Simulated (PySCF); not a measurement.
From one molecule to another.

First species: C₃H₄FN.
Numbering: `[CH2:1]=[N:2][C:3](=[CH2:4])[F:5]` (hydrogens: H6, H7 on C1; H8, H9 on C4)

Second species: SO₂.
Atom-mapped SMILES: `[O:1]=[S:2]=[O:3]`

Levels: B3LYP/def2-SVPD for dipole moment, HOMO energy, LUMO energy, HOMO–LUMO gap, static isotropic polarisability and electronic spatial extent ⟨r²⟩ about the centre of nuclear charge; TDDFT B3LYP/def2-SVPD for lowest singlet excitation; TDA B3LYP/def2-SVPD for lowest triplet excitation (Tamm–Dancoff); ΔSCF B3LYP/def2-SVPD for vertical ionisation energy; PBE0-D3(BJ)/def2-SVP for rotational constant A and rotational constant C. Geometries: PBE0-D3(BJ)/def2-SVP. Each species is one conformer at its optimised geometry, gas phase, non-relativistic unless stated. Electronic properties by PySCF.

Dipoles, sizes and rotational constants follow the conformer. The torsions of the flexible species, by atom-mapped SMILES:
- `[CH2:1]=[N:2][C:3](=[CH2:4])[F:5]`: C1–N2–C3–C4 179°

```json
{"property": "dipole moment", "column X": "0.53 D", "column Y": "1.81 D"}
{"property": "HOMO energy", "column X": "-7.22 eV", "column Y": "-9.49 eV"}
{"property": "LUMO energy", "column X": "-1.89 eV", "column Y": "-4.09 eV"}
{"property": "HOMO–LUMO gap", "column X": "5.33 eV", "column Y": "5.40 eV"}
{"property": "lowest singlet excitation", "column X": "4.53 eV", "column Y": "3.92 eV"}
{"property": "lowest triplet excitation (Tamm–Dancoff)", "column X": "3.11 eV", "column Y": "2.94 eV"}
{"property": "static isotropic polarisability", "column X": "51.1 au", "column Y": "25.7 au"}
{"property": "vertical ionisation energy", "column X": "9.64 eV", "column Y": "12.53 eV"}
{"property": "electronic spatial extent ⟨r²⟩ about the centre of nuclear charge", "column X": "383 bohr²", "column Y": "158 bohr²"}
{"property": "rotational constant A", "column X": "10.352 GHz", "column Y": "57.088 GHz"}
{"property": "rotational constant C", "column X": "3.241 GHz", "column Y": "8.602 GHz"}
```

Problem. Which column belongs to which species?

Solution. Column X is the first species and column Y the second. The first has 9 atoms and 38 electrons, the second 3 and 32.

Problem. How does each property change from the first species to the second?

Solution. dipole moment +1.28 D; HOMO energy -2.27 eV; LUMO energy -2.20 eV; HOMO–LUMO gap +0.07 eV; lowest singlet excitation -0.61 eV; lowest triplet excitation (Tamm–Dancoff) -0.17 eV; static isotropic polarisability -25.4 au; vertical ionisation energy +2.89 eV; electronic spatial extent ⟨r²⟩ about the centre of nuclear charge -225 bohr²; rotational constant A +46.736 GHz; rotational constant C +5.361 GHz.

On the first: A dipole of 0.53 D is allowed in Cs, and pure rotational transitions are dipole-allowed. No computed singlet falls in the visible range (750 to 380 nm, 1.65 to 3.26 eV); S1 lies 1.27 eV above its blue end.

On the second: No computed singlet falls in the visible range (750 to 380 nm, 1.65 to 3.26 eV); S1 lies 0.66 eV above its blue end. In atomic units the dipole is 0.71 e·bohr (1 au = 2.5417 D).
